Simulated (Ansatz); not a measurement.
Input file:

```yaml
crystal:
  periodic: [false, false, false]
  atoms:
    - {symbol: Al, position_ang: [0.000000, 0.000000, 0.050833]}
    - {symbol: N, position_ang: [0.000000, 0.000000, -1.681761]}
    - {symbol: H, position_ang: [0.000000, 0.000000, 1.630928]}
basis:
  gaussian: {orbitals: cc-pVDZ}
total_charge: 1
magnetization: {spin_polarized: false, initial_magnetization: 2}
correlation: {method: ccsdt_q, electrons: outside_noble_gas}
```

```sh
$ ansatz run in.yaml --threads 1 --pin off --events-out ev --progress --plain --max-ram 4096MiB --backend cpu
```

Question: Roughly how long does this take on 1 thread of AMD EPYC 7R13, shared host, and how much host memory?

Answer: 7 s wall and 0.19 GiB.

```
659 factors; integrals over basis functions are off by at most 1.8e-7 eV
mean field evaluation 1: about -8057.3035 eV, gradient 4.6e1 eV
mean field evaluation 2: about -8057.3063 eV, gradient 4.6e1 eV
mean field evaluation 4: about -8067.3433 eV, gradient 6.6e0 eV
mean field evaluation 8: about -8069.2179 eV, gradient 6.8e-1 eV
mean field evaluation 16: about -8069.3143 eV, gradient 9.4e-1 eV
mean field evaluation 32: about -8070.3083 eV, gradient 1.5e-1 eV
mean field evaluation 64: about -8069.2240 eV, gradient 1.7e-2 eV
mean field evaluation 96: about -8063.2335 eV, gradient 2.8e-1 eV
mean field evaluation 128: about -8069.2240 eV, gradient 1.2e-4 eV
mean field evaluation 160: about -8070.3098 eV, gradient 3.4e-1 eV
...
cycle  10  -4.72086047 eV  change    1.9e-4 eV  update   3.0e-4
cycle  11  -4.72109952 eV  change   -2.4e-4 eV  update   1.8e-4
cycle  12  -4.72106424 eV  change    3.5e-5 eV  update   6.6e-5
cycle  13  -4.72105678 eV  change    7.5e-6 eV  update   3.0e-5
cycle  14  -4.72106722 eV  change   -1.0e-5 eV  update   1.2e-5
cycle  15  -4.72107374 eV  change   -6.5e-6 eV  update   6.0e-6
cycle  16  -4.72107628 eV  change   -2.5e-6 eV  update   3.2e-6
cycle  17  -4.72107746 eV  change   -1.2e-6 eV  update   1.7e-6
cycle  18  -4.72107723 eV  change    2.3e-7 eV  update   1.1e-6
cycle  19  -4.72107719 eV  change    4.4e-8 eV  update   6.0e-7
perturbative correction -0.00753953 eV, -0.0002770728 hartree
Total energy: -8075.03924975 eV, -296.7522189700 hartree
```

For the same geometry and basis UCCSDTQ lies 2.2 meV lower.
